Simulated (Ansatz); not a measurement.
Basis-set extrapolation for C3H7NO (`NCC1CO1`) (PBE0-D4/def2-TZVP geometry, frozen core, the Gaussian-basis code of Ansatz). Multiplicity 1, RHF reference.

|  | def2-TZVPP | def2-QZVPP |
| --- | --- | --- |
| HF | -247.034716 | -247.046446 |
| MP2 correlation | -0.955127 | -1.021135 |
| CCSD(T) correlation | -1.027649 | not run |

Energies in hartree. Use E(X) = E(∞) + A·exp(−7.88·√X) for Hartree–Fock and E(X) = E(∞) + B·X^(−2.97) for correlation, with X = 3 and 4, and add CCSD(T) minus MP2 of the smaller set to the MP2 limit.

**Question.** What is the CCSD(T) energy at the basis-set limit?

**Answer.** HF limit: -247.046446 + (-0.011730) × 0.13774 = -247.04806. MP2 limit: -1.021135 + (-0.066008) × 0.74074 = -1.07003. Higher-order term: -1.027649 − (-0.955127) = -0.07252. Total: -248.19061 hartree, 80.5 kcal/mol below CCSD(T)/def2-TZVPP.
